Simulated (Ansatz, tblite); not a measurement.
## Ladder of methods for the lattice parameter c of 2H WSe₂

Reference value: 12.96 Å (measured, 300 K, no zero-point or thermal correction; as tabulated in arXiv:1605.07067).

```json
[
 {"level (code)": "GFN2-xTB (tblite)", "value (Å)": "12.337", "difference (%)": "-4.81"},
 {"level (code)": "LDA (Ansatz)", "value (Å)": "12.819", "difference (%)": "-1.09"},
 {"level (code)": "PBE (Ansatz)", "value (Å)": "15.107", "difference (%)": "+16.6"},
 {"level (code)": "r²SCAN-D4 (Ansatz)", "value (Å)": "13.222", "difference (%)": "+2.02"},
 {"level (code)": "HSE06 (Ansatz)", "value (Å)": "14.658", "difference (%)": "+13.1"}
]
```

The reference is not for a static lattice or low temperature, so close values are not ranked against it. Off by more than 1.75 %, or 2.45 % on the side where a correction would as a rule narrow the miss (bounds picked here): PBE (+16.6 %), HSE06 (+13.1 %), GFN2-xTB (-4.81 %), r²SCAN-D4 (+2.02 %).

The reference isn't brought to a static lattice, while the calculations are for one, so the differences are not the levels' errors alone. The crystal itself was run without spin with LDA, PBE, r²SCAN-D4, HSE06; a magnetic state was not tried in these runs. Density-functional levels without +SOC have no spin–orbit coupling. GFN2-xTB: the method was fitted mainly to molecules. GFN2-xTB: the run uses a supercell at the zone centre in place of a k mesh. LDA: LDA has no dispersion term either, though it tends to give short spacings of layers, chains or molecules. PBE: for a layered or molecular solid the relaxed cell lies over 5 % above the published volume, where the minimum can be shallow. PBE, HSE06: the cell comes from a level without a dispersion term, which matters for the spacing of layers, chains or molecules. Cutoffs and k meshes differ between the levels. Ansatz's density-functional and Hartree–Fock values are scalar-relativistic unless marked +SOC, with PAW data made under PBE.

Differences are worked out from the printed values.

Ansatz is a program for electronic structure.
